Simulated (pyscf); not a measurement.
H₂P–GeH₃ + silane (SiH₄) → H₃Si–PH–GeH₃ + hydrogen (H₂), a four-centre exchange (singlet surface; H–P, H–Si broken, P–Si, H–H formed). Optimised with ωB97X-D3(BJ)/def2-SVP in PySCF. Energies in eV from the separated reactants.

AM1 to PM7: differences of heats of formation from MOPAC, which are fitted to 298 K values and so differ in kind from electronic energies by zero-point and thermal terms. 

### Question
Quick AM1 single points give ΔE‡ = 1.69 eV and ΔE = -0.18 eV. What does ωB97M-D3(BJ)/def2-TZVP give, and how far is the quick result from it?

### Answer
ωB97M-D3(BJ)/def2-TZVP gives ΔE‡ = 2.70 eV and ΔE = -0.01 eV. AM1 lies 1.01 eV under it in the barrier and 0.18 eV under it in the reaction energy, so on this step it does not hold to within 0.13 eV. ωB97M-D3(BJ)/def2-TZVP has limits of its own. This is the saddle that the search found; another between the same sides may lie lower. In the def2 sets elements up to Kr have no core potential.
